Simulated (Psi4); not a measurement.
# BH2F (SMILES BF) at CCSD/cc-pVTZ

Aim: the vertical ionisation energy of BH2F at CCSD/cc-pVTZ, from 2 runs. 

Program for the calculation: Psi4 1.11.

1 further run of the same task is left out (set aside as unsound or not needed).

### 1 Starting point

BH2F has 4 atoms, charge 0, and is taken as a singlet. SMILES: `BF`. The coordinates come from a PBE0-D4/def2-TZVP relaxation.

Bond lengths: B1–F2 1.317 Å, B1–H3 1.197 Å, B1–H4 1.198 Å. Angles: F2–B1–H3 117.8°, F2–B1–H4 117.8°, H3–B1–H4 124.4°.

### 2 A single-point energy at CCSD/cc-pVTZ

The input, calc.in:

```
memory 1600 mb

molecule m {
  0 1
  B     -0.027300    -0.004000    -0.030800
  F      1.061200    -0.296700     0.649900
  H     -1.012500    -0.649100     0.186200
  H      0.034200     0.889600    -0.825600
  symmetry c1
}

set {
  basis cc-pVTZ
  puream true
  e_convergence 1e-09
  d_convergence 1e-08
  scf_type pk
  num_frozen_docc 2
}

energy("ccsd")
```

Run with:

```bash
psi4 calc.in calc.out -n 1
```

calc.out:

```text
[...]
  Running in c1 symmetry.
[...]
  Nuclear repulsion =   27.175758468175218
[...]
  Multiplicity = 1
[...]
  Nalpha       = 8
  Nbeta        = 8
[...]
    Number of basis functions: 88
[...]
   @RHF iter   1:  -125.35083279977162   -8.11390e-01   2.91416e-03 ADIIS/DIIS
[...]
   @RHF iter   9:  -125.37342582207880   -1.30314e-11   6.73911e-09 DIIS
[...]
    Orbital Energies [Eh]
    ---------------------
    Doubly Occupied:
       1A    -26.307908     2A     -7.665727     3A     -1.620648
       4A     -0.793837     5A     -0.706383     6A     -0.675251
       7A     -0.628015     8A     -0.487266
[...]
  @RHF Final Energy:  -125.37342582207880
   => Energetics <=
    Nuclear Repulsion Energy =             27.1757584681752178
    One-Electron Energy =                -227.3282965467695362
    Two-Electron Energy =                  74.7791122565155177
    Total Energy =                       -125.3734258220788007
[...]
 Multipole Moments:
 ------------------------------------------------------------------------------------
     Multipole            Electronic (a.u.)      Nuclear  (a.u.)        Total (a.u.)
 ------------------------------------------------------------------------------------
 L = 1.  Multiply by 2.5417464519 to convert [e a0] to [Debye]
 Dipole X            :          1.5582235           -1.8791707           -0.3209472
 Dipole Y            :         -0.4191918            0.5054210            0.0862292
 Dipole Z            :          0.9746797           -1.1752995           -0.2006198
 Magnitude           :                                                    0.3881892
[...]
      * MP2 total energy                      = -125.731081479093646
[...]
      * CCSD total energy                     = -125.745037456740235
[...]
```

Run time: 14 s. Hardware: 1 thread of Intel Xeon Platinum 8275CL at 3.00GHz (Skylake/Cascade Lake), shared host; peak memory 0.86 GiB.

### 3 The doublet cation at the same level

The input, job.in:

```
memory 1.6 GB

molecule geom {
  1 2
  B
  F 1 1.31676
  H 1 1.19744 2 117.81998
  H 1 1.197502 3 124.37076 2 179.9978
  symmetry c1
}

set {
  basis cc-pVTZ
  reference uhf
  puream true
  e_convergence 1e-09
  d_convergence 1e-08
  scf_type pk
  num_frozen_docc 2
  maxiter 200
}

energy('ccsd')
```

Run with:

```bash
psi4 -i job.in -o job.out -n 1
```

job.out:

```text
[...]
  Running in c1 symmetry.
[...]
  Nuclear repulsion =   27.175763590722536
[...]
  Multiplicity = 2
[...]
  Nalpha       = 8
  Nbeta        = 7
[...]
    Number of basis functions: 88
[...]
   @UHF iter   1:  -124.86279218995480   -3.23349e-01   3.35435e-03 DIIS/ADIIS
[...]
   @UHF iter  14:  -124.92120338708008   -3.19744e-12   3.81655e-09 DIIS
[...]
   @S^2 Observed:                7.815400793E-01
[...]
    Orbital Energies [Eh]
    ---------------------
    Alpha Occupied:
       1A    -26.657136     2A     -8.050344     3A     -1.955791
       4A     -1.142957     5A     -1.067501     6A     -1.020830
       7A     -0.997172     8A     -0.912984
    Alpha Virtual:
       9A     -0.204061    10A     -0.064990    11A     -0.042428
      12A     -0.000873    13A      0.020575    14A      0.038104
      15A      0.068570    16A      0.198745    17A      0.201544
      18A      0.273726    19A      0.292274    20A      0.350756
      21A      0.425249    22A      0.464759    23A      0.512311
      24A      0.759033    25A      0.788414    26A      0.803745
[...]
  @UHF Final Energy:  -124.92120338708008
   => Energetics <=
    Nuclear Repulsion Energy =             27.1757635907225357
    One-Electron Energy =                -221.8462669353212107
    Two-Electron Energy =                  69.7492999575185877
    Total Energy =                       -124.9212033870800838
  UHF NO Occupations:
  HONO-2 :    6  A 1.9972706
  HONO-1 :    7  A 1.9870727
[...]
 Multipole Moments:
 ------------------------------------------------------------------------------------
     Multipole            Electronic (a.u.)      Nuclear  (a.u.)        Total (a.u.)
 ------------------------------------------------------------------------------------
 L = 1.  Multiply by 2.5417464519 to convert [e a0] to [Debye]
 Dipole X            :          0.0000323           -0.0000356           -0.0000033
 Dipole Y            :         -0.0001625           -0.0001495           -0.0003120
 Dipole Z            :          0.2585678           -2.2733370           -2.0147693
 Magnitude           :                                                    2.0147693
[...]
      * MP2 total energy                      = -125.264295483519945
[...]
      * CCSD total energy                     = -125.275343738626219
[...]
```

It took 37 s on 1 thread of Intel Xeon Platinum 8275CL at 3.00GHz (Skylake/Cascade Lake), shared host; peak memory 0.89 GiB.

### 4 Summary of results

At CCSD/cc-pVTZ, 2 core orbitals frozen:

| quantity | value |
| --- | --- |
| singlet BH2F: total energy | -125.74504 Eh |
| singlet BH2F: HOMO energy (Hartree–Fock orbitals) | -13.26 eV |
| singlet BH2F: LUMO energy (Hartree–Fock orbitals) | 2.38 eV |
| singlet BH2F: HOMO–LUMO gap (Hartree–Fock orbitals) | 15.63 eV |
| singlet BH2F: correlation energy (2 core orbitals frozen) | -371.6 mEh |
| singlet BH2F: T1 diagnostic | 0.013 |
| doublet cation: total energy | -125.27534 Eh |
| doublet cation: HOMO energy (Hartree–Fock orbitals) (highest over α and β) | -24.70 eV |
| doublet cation: LUMO energy (Hartree–Fock orbitals) (lowest over α and β) | -11.41 eV |
| doublet cation: correlation energy (2 core orbitals frozen) | -354.1 mEh |
| doublet cation: ⟨S²⟩ of the reference determinant | 0.782 |
| doublet cation: T1 diagnostic | 0.043 |
| vertical ionisation energy (to the doublet cation) | 12.781 eV |

**Reading.** Removing an electron at fixed nuclei costs 12.78 eV (1233 kJ/mol).
